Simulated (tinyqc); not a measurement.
UHF in the sto-3g basis, for H2O+, spin multiplicity 2, step by step (part 1 of 3). This run ends on a higher stationary point, not on the lowest solution. Computed by tinyqc, a small Python program that keeps every step (integrals from PySCF). Settings: charge = 1, multiplicity = 2, basis = sto-3g, energy threshold = 1e-09, iteration cap = 62, orthogonalisation = symmetric, start = highest core orbitals, DIIS depth = 8, damping = 0.5, method = UHF. Command: `OMP_NUM_THREADS=1 python tinyqc.py 24621 24622 out.jsonl` (the two numbers bound the seeds that draw the settings). One thread of a shared host (Intel(R) Xeon(R) Processor @ 2.60GHz), about 0.1 s of CPU time with the checks. Later iterations appear only in the table of the cycle.

## One-electron integrals

Geometry (angstrom):

| atom | x | y | z |
|---|---|---|---|
| O | 0.00000 | 0.00000 | 0.00000 |
| H | 0.00000 | 0.92100 | 0.63500 |
| H | 0.00000 | -0.87700 | 0.60500 |

Basis sto-3g: exponents (1/bohr^2) and contraction coefficients of normalised primitives:

| element | l (shell) | exponent | coefficient |
|---|---|---|---|
| O | s (1) | 130.70932 | 0.15433 |
| O | s (1) | 23.80886 | 0.53533 |
| O | s (1) | 6.44361 | 0.44463 |
| O | s (2) | 5.03315 | -0.09997 |
| O | s (2) | 1.16960 | 0.39951 |
| O | s (2) | 0.38039 | 0.70012 |
| O | p (3) | 5.03315 | 0.15592 |
| O | p (3) | 1.16960 | 0.60768 |
| O | p (3) | 0.38039 | 0.39196 |
| H | s (1) | 3.42525 | 0.15433 |
| H | s (1) | 0.62391 | 0.53533 |
| H | s (1) | 0.16886 | 0.44463 |

Overlap, kinetic and nuclear-attraction integrals over the contracted functions; the nuclear repulsion is the sum of Za Zb / Rab.

nuclear repulsion = 8.0519520 hartree

overlap S:
```
          1O 1s    1O 2s   1O 2px    1O 2py   1O 2pz    2H 1s     3H 1s
1O 1s   1.00000  0.23670  0.00000   0.00000  0.00000  0.03674   0.04170
1O 2s   0.23670  1.00000  0.00000   0.00000  0.00000  0.37534   0.40662
1O 2px  0.00000  0.00000  1.00000   0.00000  0.00000  0.00000   0.00000
1O 2py  0.00000  0.00000  0.00000   1.00000  0.00000  0.27455  -0.29125
1O 2pz  0.00000  0.00000  0.00000   0.00000  1.00000  0.18930   0.20092
2H 1s   0.03674  0.37534  0.00000   0.27455  0.18930  1.00000   0.16454
3H 1s   0.04170  0.40662  0.00000  -0.29125  0.20092  0.16454   1.00000
```

kinetic energy T (hartree):
```
           1O 1s     1O 2s   1O 2px    1O 2py   1O 2pz     2H 1s     3H 1s
1O 1s   29.00320  -0.16801  0.00000   0.00000  0.00000  -0.00867  -0.00767
1O 2s   -0.16801   0.80813  0.00000   0.00000  0.00000   0.06437   0.08273
1O 2px   0.00000   0.00000  2.52873   0.00000  0.00000   0.00000   0.00000
1O 2py   0.00000   0.00000  0.00000   2.52873  0.00000   0.14470  -0.17119
1O 2pz   0.00000   0.00000  0.00000   0.00000  2.52873   0.09977   0.11809
2H 1s   -0.00867   0.06437  0.00000   0.14470  0.09977   0.76003  -0.00612
3H 1s   -0.00767   0.08273  0.00000  -0.17119  0.11809  -0.00612   0.76003
```

nuclear attraction V (hartree):
```
            1O 1s      1O 2s    1O 2px     1O 2py    1O 2pz     2H 1s     3H 1s
1O 1s   -61.58816   -7.41261   0.00000    0.00096  -0.01357  -1.17780  -1.33899
1O 2s    -7.41261  -10.01622   0.00000    0.01044  -0.16545  -2.87525  -3.16531
1O 2px    0.00000    0.00000  -9.88180    0.00000   0.00000   0.00000   0.00000
1O 2py    0.00096    0.01044   0.00000  -10.00615   0.00520  -1.84902   2.00607
1O 2pz   -0.01357   -0.16545   0.00000    0.00520  -9.94094  -1.31681  -1.42711
2H 1s    -1.17780   -2.87525   0.00000   -1.84902  -1.31681  -5.23198  -0.98334
3H 1s    -1.33899   -3.16531   0.00000    2.00607  -1.42711  -0.98334  -5.39960
```

core Hamiltonian H = T + V (hartree):
```
            1O 1s     1O 2s    1O 2px    1O 2py    1O 2pz     2H 1s     3H 1s
1O 1s   -32.58496  -7.58062   0.00000   0.00096  -0.01357  -1.18647  -1.34666
1O 2s    -7.58062  -9.20809   0.00000   0.01044  -0.16545  -2.81088  -3.08258
1O 2px    0.00000   0.00000  -7.35307   0.00000   0.00000   0.00000   0.00000
1O 2py    0.00096   0.01044   0.00000  -7.47741   0.00520  -1.70432   1.83488
1O 2pz   -0.01357  -0.16545   0.00000   0.00520  -7.41221  -1.21704  -1.30902
2H 1s    -1.18647  -2.81088   0.00000  -1.70432  -1.21704  -4.47195  -0.98946
3H 1s    -1.34666  -3.08258   0.00000   1.83488  -1.30902  -0.98946  -4.63956
```

## Two-electron integrals

Functions are numbered as in S; the eight-fold symmetry (ij|kl) = (ji|kl) = (kl|ij) leaves the list below.

Two-electron integrals (ij|kl) in chemists' order, unique and non-zero (hartree):
```
(11|11) 4.78507    (21|11) 0.74138    (21|21) 0.13687    (22|11) 1.11895
(22|21) 0.25663    (22|22) 0.81721    (31|31) 0.02448    (32|31) 0.03781
(32|32) 0.18052    (33|11) 1.11581    (33|21) 0.25668    (33|22) 0.81702
(33|33) 0.88016    (41|41) 0.02448    (42|41) 0.03781    (42|42) 0.18052
(43|43) 0.04744    (44|11) 1.11581    (44|21) 0.25668    (44|22) 0.81702
(44|33) 0.78527    (44|44) 0.88016    (51|51) 0.02448    (52|51) 0.03781
(52|52) 0.18052    (53|53) 0.04744    (54|54) 0.04744    (55|11) 1.11581
(55|21) 0.25668    (55|22) 0.81702    (55|33) 0.78527    (55|44) 0.78527
(55|55) 0.88016    (61|11) 0.11645    (61|21) 0.02133    (61|22) 0.03980
(61|33) 0.03972    (61|41) 0.00080    (61|42) 0.00152    (61|44) 0.03989
(61|51) 0.00055    (61|52) 0.00104    (61|54) 0.00011    (61|55) 0.03980
(61|61) 0.00337    (62|11) 0.30283    (62|21) 0.07041    (62|22) 0.25064
(62|33) 0.24623    (62|41) 0.00436    (62|42) 0.03426    (62|44) 0.25502
(62|51) 0.00301    (62|52) 0.02362    (62|54) 0.00606    (62|55) 0.25041
(62|61) 0.01121    (62|62) 0.09774    (63|31) 0.00713    (63|32) 0.04235
(63|43) 0.00699    (63|53) 0.00482    (63|63) 0.01344    (64|11) 0.18639
(64|21) 0.04387    (64|22) 0.16673    (64|33) 0.15929    (64|41) 0.00949
(64|42) 0.06376    (64|44) 0.17880    (64|51) 0.00163    (64|52) 0.01476
(64|54) 0.00863    (64|55) 0.16192    (64|61) 0.00727    (64|62) 0.07902
(64|64) 0.07660    (65|11) 0.12851    (65|21) 0.03025    (65|22) 0.11496
(65|33) 0.10983    (65|41) 0.00163    (65|42) 0.01476    (65|44) 0.11364
(65|51) 0.00825    (65|52) 0.05253    (65|54) 0.00962    (65|55) 0.12128
(65|61) 0.00501    (65|62) 0.05448    (65|64) 0.04354    (65|65) 0.04346
(66|11) 0.46358    (66|21) 0.10952    (66|22) 0.44872    (66|33) 0.43117
(66|41) 0.00826    (66|42) 0.09113    (66|44) 0.46648    (66|51) 0.00570
(66|52) 0.06283    (66|54) 0.02434    (66|55) 0.44795    (66|61) 0.01756
(66|62) 0.22707    (66|64) 0.20951    (66|65) 0.14445    (66|66) 0.77461
(71|11) 0.13234    (71|21) 0.02424    (71|22) 0.04519    (71|33) 0.04510
(71|41) -0.00092   (71|42) -0.00173   (71|44) 0.04529    (71|51) 0.00063
(71|52) 0.00119    (71|54) -0.00013   (71|55) 0.04519    (71|61) 0.00376
(71|62) 0.01229    (71|64) 0.00733    (71|65) 0.00550    (71|66) 0.01907
(71|71) 0.00435    (72|11) 0.33355    (72|21) 0.07751    (72|22) 0.27467
(72|33) 0.26991    (72|41) -0.00480   (72|42) -0.03721   (72|44) 0.27941
(72|51) 0.00331    (72|52) 0.02567    (72|54) -0.00655   (72|55) 0.27443
(72|61) 0.01191    (72|62) 0.08368    (72|64) 0.04731    (72|65) 0.04513
(72|66) 0.15495    (72|71) 0.01401    (72|72) 0.11590    (73|31) 0.00797
(73|32) 0.04690    (73|43) -0.00766   (73|53) 0.00528    (73|63) 0.01114
(73|73) 0.01621    (74|11) -0.20180   (74|21) -0.04748   (74|22) -0.17965
(74|33) -0.17157   (74|41) 0.01054    (74|42) 0.06984    (74|44) -0.19280
(74|51) -0.00177   (74|52) -0.01583   (74|54) 0.00936    (74|55) -0.17438
(74|61) -0.00698   (74|62) -0.04617   (74|64) -0.01551   (74|65) -0.02443
(74|66) -0.07804   (74|71) -0.00895   (74|72) -0.09210   (74|74) 0.08854
(75|11) 0.13921    (75|21) 0.03276    (75|22) 0.12393    (75|33) 0.11836
(75|41) -0.00177   (75|42) -0.01583   (75|44) 0.12244    (75|51) 0.00919
(75|52) 0.05782    (75|54) -0.01047   (75|55) 0.13087    (75|61) 0.00525
(75|62) 0.04462    (75|64) 0.02470    (75|65) 0.03484    (75|66) 0.08982
(75|71) 0.00617    (75|72) 0.06353    (75|74) -0.04990   (75|75) 0.05063
(76|11) 0.09847    (76|21) 0.02309    (76|22) 0.08878    (76|33) 0.08681
(76|41) 2.07e-05   (76|42) 0.00026    (76|44) 0.08876    (76|51) 0.00156
(76|52) 0.01442    (76|54) 0.00006    (76|55) 0.09067    (76|61) 0.00363
(76|62) 0.03388    (76|64) 0.02398    (76|65) 0.02123    (76|66) 0.08128
(76|71) 0.00412    (76|72) 0.03655    (76|74) -0.02515   (76|75) 0.02258
(76|76) 0.01446    (77|11) 0.48443    (77|21) 0.11440    (77|22) 0.46591
(77|33) 0.44734    (77|41) -0.00889   (77|42) -0.09597   (77|44) 0.48469
(77|51) 0.00613    (77|52) 0.06621    (77|54) -0.02577   (77|55) 0.46511
(77|61) 0.01754    (77|62) 0.14659    (77|64) 0.07546    (77|65) 0.08614
(77|66) 0.29220    (77|71) 0.02084    (77|72) 0.25143    (77|74) -0.22800
(77|75) 0.15729    (77|76) 0.08128    (77|77) 0.77461
```

## Orthogonalisation

S = U s U^T; symmetric (Loewdin) form X = U s^(-1/2) U^T, so that X^T S X = 1.

eigenvalues of S: 0.42629  0.51297  0.89155  1.00000  1.09191  1.32555  1.75173

X:
```
           1O 1s     1O 2s   1O 2px    1O 2py    1O 2pz     2H 1s     3H 1s
1O 1s    1.02368  -0.13735  0.00000   0.00075  -0.00712   0.01865   0.02012
1O 2s   -0.13735   1.16372  0.00000  -0.00953   0.06912  -0.21382  -0.24246
1O 2px   0.00000   0.00000  1.00000   0.00000   0.00000   0.00000   0.00000
1O 2py   0.00075  -0.00953  0.00000   1.08137  -0.00410  -0.17718   0.19241
1O 2pz  -0.00712   0.06912  0.00000  -0.00410   1.03370  -0.10593  -0.11743
2H 1s    0.01865  -0.21382  0.00000  -0.17718  -0.10593   1.12116  -0.05634
3H 1s    0.02012  -0.24246  0.00000   0.19241  -0.11743  -0.05634   1.14439
```

## Starting guess

The start is the highest orbitals of the core Hamiltonian (a deliberately bad start); D(s) = C_occ C_occ^T for each spin.

D(alpha) at the start:
```
           1O 1s     1O 2s   1O 2px    1O 2py    1O 2pz     2H 1s     3H 1s
1O 1s    0.00894  -0.05073  0.00000  -0.00697   0.06629   0.03479   0.03671
1O 2s   -0.05073   0.34113  0.00000   0.01655  -0.22430  -0.33680  -0.38736
1O 2px   0.00000   0.00000  1.00000   0.00000   0.00000   0.00000   0.00000
1O 2py  -0.00697   0.01655  0.00000   1.23595   0.00452  -0.40464   0.43391
1O 2pz   0.06629  -0.22430  0.00000   0.00452   0.93764  -0.18093  -0.20260
2H 1s    0.03479  -0.33680  0.00000  -0.40464  -0.18093   1.33010  -0.11925
3H 1s    0.03671  -0.38736  0.00000   0.43391  -0.20260  -0.11925   1.39660
```

D(beta) at the start:
```
           1O 1s     1O 2s   1O 2px    1O 2py    1O 2pz     2H 1s     3H 1s
1O 1s    0.00887  -0.05045  0.00000   0.00206   0.06631   0.03357   0.03794
1O 2s   -0.05045   0.34000  0.00000  -0.01929  -0.22438  -0.33196  -0.39222
1O 2px   0.00000   0.00000  1.00000   0.00000   0.00000   0.00000   0.00000
1O 2py   0.00206  -0.01929  0.00000   0.09779   0.00220  -0.25077   0.27954
1O 2pz   0.06631  -0.22438  0.00000   0.00220   0.93763  -0.18061  -0.20291
2H 1s    0.03357  -0.33196  0.00000  -0.25077  -0.18061   1.30929  -0.09838
3H 1s    0.03794  -0.39222  0.00000   0.27954  -0.20291  -0.09838   1.37566
```

## Iteration 1: building the Fock matrix

J_ij = sum D_kl (ij|kl) with D = D(alpha) + D(beta), K_ij = sum D_kl (ik|jl) for each spin; F = H + J - K(s); E = tr D H + tr D J / 2 - 0.5 sum_s tr D(s) K(s) + E_nn.

Coulomb J (hartree):
```
           1O 1s     1O 2s   1O 2px    1O 2py    1O 2pz    2H 1s     3H 1s
1O 1s    7.40579   1.71133  0.00000   0.00118  -0.02317  0.26480   0.30053
1O 2s    1.71133   5.80797  0.00000   0.00338  -0.00696  1.93161   2.10608
1O 2px   0.00000   0.00000  5.77802   0.00000   0.00000  0.00000   0.00000
1O 2py   0.00118   0.00338  0.00000   5.82224  -0.00090  1.35587  -1.44952
1O 2pz  -0.02317  -0.00696  0.00000  -0.00090   5.81959  0.94565   1.01256
2H 1s    0.26480   1.93161  0.00000   1.35587   0.94565  4.27695   0.73846
3H 1s    0.30053   2.10608  0.00000  -1.44952   1.01256  0.73846   4.34522
```

exchange K(alpha) (hartree):
```
           1O 1s     1O 2s   1O 2px    1O 2py    1O 2pz    2H 1s     3H 1s
1O 1s    0.08434   0.11495  0.00000   0.00122  -0.01176  0.02139   0.02347
1O 2s    0.11495   0.64875  0.00000   0.03019  -0.29613  0.22833   0.23730
1O 2px   0.00000   0.00000  0.99913   0.00000   0.00000  0.00000   0.00000
1O 2py   0.00122   0.03019  0.00000   1.05240   0.00839  0.26476  -0.26342
1O 2pz  -0.01176  -0.29613  0.00000   0.00839   0.91681  0.09100   0.09113
2H 1s    0.02139   0.22833  0.00000   0.26476   0.09100  0.80400   0.08627
3H 1s    0.02347   0.23730  0.00000  -0.26342   0.09113  0.08627   0.79486
```

exchange K(beta) (hartree):
```
           1O 1s     1O 2s   1O 2px    1O 2py    1O 2pz    2H 1s     3H 1s
1O 1s    0.05695   0.07380  0.00000  -0.00004  -0.01121  0.01179   0.01317
1O 2s    0.07380   0.46335  0.00000  -0.00554  -0.29019  0.16765   0.18284
1O 2px   0.00000   0.00000  0.94926   0.00000   0.00000  0.00000   0.00000
1O 2py  -0.00004  -0.00554  0.00000   0.16085   0.00547  0.11830  -0.12700
1O 2pz  -0.01121  -0.29019  0.00000   0.00547   0.86825  0.08586   0.08764
2H 1s    0.01179   0.16765  0.00000   0.11830   0.08586  0.75694   0.09074
3H 1s    0.01317   0.18284  0.00000  -0.12700   0.08764  0.09074   0.74802
```

F(alpha) (hartree):
```
            1O 1s     1O 2s    1O 2px    1O 2py    1O 2pz     2H 1s     3H 1s
1O 1s   -25.26352  -5.98425   0.00000   0.00092  -0.02497  -0.94305  -1.06960
1O 2s    -5.98425  -4.04887   0.00000  -0.01637   0.12371  -1.10760  -1.21380
1O 2px    0.00000   0.00000  -2.57417   0.00000   0.00000   0.00000   0.00000
1O 2py    0.00092  -0.01637   0.00000  -2.70757  -0.00409  -0.61321   0.64878
1O 2pz   -0.02497   0.12371   0.00000  -0.00409  -2.50944  -0.36239  -0.38759
2H 1s    -0.94305  -1.10760   0.00000  -0.61321  -0.36239  -0.99900  -0.33727
3H 1s    -1.06960  -1.21380   0.00000   0.64878  -0.38759  -0.33727  -1.08921
```

F(beta) (hartree):
```
            1O 1s     1O 2s    1O 2px    1O 2py    1O 2pz     2H 1s     3H 1s
1O 1s   -25.23613  -5.94310   0.00000   0.00218  -0.02553  -0.93345  -1.05930
1O 2s    -5.94310  -3.86347   0.00000   0.01936   0.11778  -1.04693  -1.15934
1O 2px    0.00000   0.00000  -2.52430   0.00000   0.00000   0.00000   0.00000
1O 2py    0.00218   0.01936   0.00000  -1.81602  -0.00117  -0.46675   0.51236
1O 2pz   -0.02553   0.11778   0.00000  -0.00117  -2.46088  -0.35725  -0.38410
2H 1s    -0.93345  -1.04693   0.00000  -0.46675  -0.35725  -0.95193  -0.34174
3H 1s    -1.05930  -1.15934   0.00000   0.51236  -0.38410  -0.34174  -1.04236
```

total energy of this density = -26.2245255 hartree

This density is the starting one.

## Iteration 1: diagonalisation and new density

Diagonalise F' = X^T F X, C = X C', fill 5 alpha and 4 beta electrons from the bottom; D(s) = C_occ C_occ^T; the new density keeps 0.5 of the old one (damping). Each column has its largest component positive (the first on a tie).

F' = X^T F X (alpha) (hartree):
```
           1         2         3         4         5         6         7
1  -24.93600  -2.68353   0.00000   0.00279  -0.04976  -0.14736  -0.18151
2   -2.68353  -3.04918   0.00000  -0.02106   0.14705  -0.28819  -0.32129
3    0.00000   0.00000  -2.57417   0.00000   0.00000   0.00000   0.00000
4    0.00279  -0.02106   0.00000  -2.70910  -0.00541  -0.15426   0.16344
5   -0.04976   0.14705   0.00000  -0.00541  -2.50646  -0.08153  -0.08940
6   -0.14736  -0.28819   0.00000  -0.15426  -0.08153  -0.66896  -0.06033
7   -0.18151  -0.32129   0.00000   0.16344  -0.08940  -0.06033  -0.70736
```

orbital energies (alpha) (hartree): MO1 -25.26356, MO2 -2.85233, MO3 -2.73173, MO4 -2.57417, MO5 -2.47029, MO6 -0.65863, MO7 -0.60051

coefficients C (alpha):
```
             MO1       MO2       MO3      MO4       MO5       MO6       MO7
1O 1s    1.00001  -0.23230   0.02532  0.00000  -0.09226   0.06571   0.01217
1O 2s   -0.00018   0.99983  -0.11099  0.00000   0.40931  -0.54283  -0.09117
1O 2px   0.00000   0.00000   0.00000  1.00000   0.00000   0.00000   0.00000
1O 2py  -0.00002   0.12460   1.03917  0.00000  -0.04051   0.10336  -0.36079
1O 2pz   0.00091  -0.32019   0.07272  0.00000   0.96318  -0.24689  -0.04352
2H 1s    0.00044  -0.06276  -0.08794  0.00000  -0.06672   0.57379   1.00174
3H 1s    0.00048  -0.04340   0.09954  0.00000  -0.07710   0.98461  -0.66000
```

F' = X^T F X (beta) (hartree):
```
           1         2         3         4         5         6         7
1  -24.91516  -2.66599   0.00000  -0.00030  -0.04922  -0.14804  -0.18202
2   -2.66599  -2.86770   0.00000   0.01467   0.14114  -0.26876  -0.30013
3    0.00000   0.00000  -2.52430   0.00000   0.00000   0.00000   0.00000
4   -0.00030   0.01467   0.00000  -1.77666  -0.00326  -0.14950   0.16308
5   -0.04922   0.14114   0.00000  -0.00326  -2.45725  -0.08095  -0.09010
6   -0.14804  -0.26876   0.00000  -0.14950  -0.08095  -0.65935  -0.05962
7   -0.18202  -0.30013   0.00000   0.16308  -0.09010  -0.05962  -0.69712
```

orbital energies (beta) (hartree): MO1 -25.23622, MO2 -2.68879, MO3 -2.52430, MO4 -2.40416, MO5 -1.81698, MO6 -0.65156, MO7 -0.57554

coefficients C (beta):
```
             MO1       MO2      MO3       MO4       MO5       MO6       MO7
1O 1s    1.00042  -0.21754  0.00000  -0.12196  -0.00600   0.06668   0.00861
1O 2s   -0.00203   0.94065  0.00000   0.53956   0.02601  -0.54983  -0.05951
1O 2px   0.00000   0.00000  1.00000   0.00000   0.00000   0.00000   0.00000
1O 2py  -0.00007  -0.02330  0.00000  -0.01673   1.01557   0.09532  -0.44341
1O 2pz   0.00084  -0.45373  0.00000   0.91041   0.00300  -0.25075  -0.02785
2H 1s    0.00071  -0.03817  0.00000  -0.07344  -0.03136   0.63496   0.96842
3H 1s    0.00075  -0.04590  0.00000  -0.07943   0.02691   0.94231  -0.72505
```

D(alpha) after iteration 1:
```
           1O 1s     1O 2s   1O 2px    1O 2py    1O 2pz     2H 1s     3H 1s
1O 1s    0.53603  -0.16187  0.00000  -0.00294   0.02729   0.02687   0.02845
1O 2s   -0.16187   0.76032  0.00000   0.00461  -0.07913  -0.20855  -0.23668
1O 2px   0.00000   0.00000  1.00000   0.00000   0.00000   0.00000   0.00000
1O 2py  -0.00294   0.00461  0.00000   1.16650   0.00059  -0.25057   0.26753
1O 2pz   0.02729  -0.07913  0.00000   0.00059   0.98659  -0.11575  -0.12786
2H 1s    0.02687  -0.20855  0.00000  -0.25057  -0.11575   0.67311  -0.06007
3H 1s    0.02845  -0.23668  0.00000   0.26753  -0.12786  -0.06007   0.70717
```

D(beta) after iteration 1:
```
           1O 1s     1O 2s   1O 2px    1O 2py    1O 2pz     2H 1s     3H 1s
1O 1s    0.53595  -0.16145  0.00000   0.00455   0.02741   0.02577   0.02918
1O 2s   -0.16145   0.75798  0.00000  -0.02512  -0.07998  -0.20375  -0.23913
1O 2px   0.00000   0.00000  1.00000   0.00000   0.00000   0.00000   0.00000
1O 2py   0.00455  -0.02512  0.00000   0.04931  -0.00123  -0.12432   0.14097
1O 2pz   0.02741  -0.07998  0.00000  -0.00123   0.98618  -0.11508  -0.12720
2H 1s    0.02577  -0.20375  0.00000  -0.12432  -0.11508   0.65807  -0.04540
3H 1s    0.02918  -0.23913  0.00000   0.14097  -0.12720  -0.04540   0.69204
```
